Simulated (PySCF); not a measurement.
Difluoroborane, BF₂H, SMILES FBF, point group C2v.

Level: PBE0/pcSseg-2 in PySCF (density fitting, grid level 2); geometry and Hessian at that level, cubic constants and property derivatives from steps of ±0.6 along each species' dimensionless normal coordinates, second-order vibrational perturbation theory. The parent has the commonest isotopes.

Equilibrium geometry (Å):

```tsv
atom	x	y	z
F1	-0.7167	-1.0620	-0.0534
B2	0.0495	0.0015	-0.0218
F3	-0.5265	1.1792	-0.0323
H4	1.2347	-0.0996	0.0161
```

An isotope shift is δ(isotopologue) − δ(parent), that is, the negative of the change in the averaged GIAO shielding; n counts bonds from the nearest label (0: the labelled atom itself). These are computed values; those of heavy atoms are rounded to 5 ppb, about the numerical noise.

Problem. What isotope shifts arise with ¹⁰B at 2?

Solution. 
```csv
nucleus,n,0 K (ppb),250 K (ppb)
B2,0,10,10
F1,1,95,90
F3,1,95,90
H4,1,2,3
```

Problem. What isotope shifts arise with ²H at 4?

Solution. 
| nucleus | n | 0 K (ppb) | 250 K (ppb) |
| --- | --- | --- | --- |
| H4 | 0 | -92 | -89 |
| B2 | 1 | -40 | -40 |
| F1 | 2 | -595 | -575 |
| F3 | 2 | -590 | -570 |

Problem. What isotope shifts arise with ¹⁰B at 2, ²H at 4?

Solution. 
```tsv
nucleus	n	0 K (ppb)	250 K (ppb)
B2	0	-25	-25
H4	0	-89	-86
F1	1	-490	-475
F3	1	-490	-475
```
